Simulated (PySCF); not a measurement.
Molecule: `InChI=1S/C3H9N/c1-3-4-2/h4H,3H2,1-2H3`.

Molfile (atoms numbered from 1):
```
C3H9N
     RDKit          3D

 13 12  0  0  0  0  0  0  0  0999 V2000
   -1.8618    0.0247    0.1004 C   0  0  0  0  0  0  0  0  0  0  0  0
   -0.4476   -0.4381   -0.1908 C   0  0  0  0  0  0  0  0  0  0  0  0
    0.5193    0.5822    0.1343 N   0  0  0  0  0  0  0  0  0  0  0  0
    1.8855    0.2055   -0.1180 C   0  0  0  0  0  0  0  0  0  0  0  0
   -2.0801    0.9567   -0.4422 H   0  0  0  0  0  0  0  0  0  0  0  0
   -2.5995   -0.7362   -0.1944 H   0  0  0  0  0  0  0  0  0  0  0  0
   -2.0016    0.2216    1.1764 H   0  0  0  0  0  0  0  0  0  0  0  0
   -0.2546   -1.4022    0.3367 H   0  0  0  0  0  0  0  0  0  0  0  0
   -0.3499   -0.6681   -1.2675 H   0  0  0  0  0  0  0  0  0  0  0  0
    0.4051    0.8684    1.1041 H   0  0  0  0  0  0  0  0  0  0  0  0
    2.5658    1.0149    0.1875 H   0  0  0  0  0  0  0  0  0  0  0  0
    2.0367    0.0455   -1.1988 H   0  0  0  0  0  0  0  0  0  0  0  0
    2.2133   -0.7271    0.3946 H   0  0  0  0  0  0  0  0  0  0  0  0
  1  2  1  0
  2  3  1  0
  3  4  1  0
  1  5  1  0
  1  6  1  0
  1  7  1  0
  2  8  1  0
  2  9  1  0
  3 10  1  0
  4 11  1  0
  4 12  1  0
  4 13  1  0
M  END
```

Spin–spin couplings on one PBE0-D3(BJ)/def2-SVP geometry, PySCF 2.14.0 with density-fitted response routines, gas phase, non-relativistic, equivalent pairs averaged (spin–dipole term only in couplings to heteroatoms); isotopes $^{13}$C, $^{1}$H, $^{15}$N; functional B3LYP.

Q: How do the couplings (Hz) change with the basis set? Times are CPU seconds on 1 thread of an Arm Neoverse V2, shared host. Far from the basis limit: 6-31G*, pcJ-0, 6-31G-J, def2-TZVP, cc-pVTZ.

A: 
```tsv
basis set	functions	$^{1}J$(C2,H8)	$^{1}J$(C4,H11)	$^{1}J$(C1,H5)	$^{1}J$(N3,H10)	$^{1}J$(C1,C2)	$^{1}J$(C2,N3)	$^{1}J$(N3,C4)	core-s
6-31G*	74	145.8	143.9	141.3	-69.2	51.5	-10.9	-10.7	4.6
pcJ-0	79	115.5	116.0	113.0	-56.7	29.9	-1.7	-1.9	4.4
6-31G-J	84	139.4	141.1	136.1	-71.7	39.5	-3.7	-3.7	5
def2-TZVP	178	127.8	129.6	124.7	-65.3	37.7	-3.6	-3.8	14
pcJ-1	198	135.0	137.0	132.1	-69.8	39.7	-5.4	-5.5	14
cc-pVTZ	246	120.2	122.3	117.5	-56.2	28.4	-2.6	-2.0	23
```

The Fermi-contact term samples the wavefunction at the nucleus, which is why sets with added tight s functions (names with J) are made for couplings.
